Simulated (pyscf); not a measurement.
Structures and frequencies: ωB97X-D3(BJ)/def2-SVP in PySCF.

**Question.** Estimate by transition-state theory the rate constant of `[F][WH2]([F])([F])[F]` + `[NH3]` → `[NH2][WH]([F])([F])([F])[F]` + `[H][H]` (singlet surface; H–W, H–N broken, N–W, H–H formed) at 600 K, with ωB97M-D3(BJ)/def2-TZVP energies (ideal gas, 1 atm, RRHO with modes under 100 cm⁻¹ raised to 100, one conformer, R ln 2 for chiral ones without a mode under 150 cm⁻¹; no tunnelling).

**Answer.** The electronic barrier is 15.1 kcal/mol and the thermal terms add +22.8, so ΔG‡ = 38.0 kcal/mol. With k_BT/h = 1.25e+13 s⁻¹ and RT = 1.192 kcal/mol, and a volume of 8.18e-20 cm³ per molecule at 1 atm, k = 1.5e-20 cm³ molecule⁻¹ s⁻¹. Wigner's tunnelling factor for 1171i cm⁻¹ would be 1.33. A shift of 1 kcal/mol in the barrier changes k by a factor 2.3. On the reactant side the descent ends in an adduct with a N–W contact, 22.4 kcal/mol under the separated species and 35.7 kcal/mol under the saddle at ωB97X-D3(BJ)/def2-TZVP. What is counted as formed (N–W) is already present as a longer contact in the reactant adduct; forming that adduct is a step of its own. At the saddle there is also a short H–W contact that neither side keeps. One saddle was located; it need not be the lowest between these sides. Elements past Kr carry the def2 core potentials, without spin-orbit coupling.
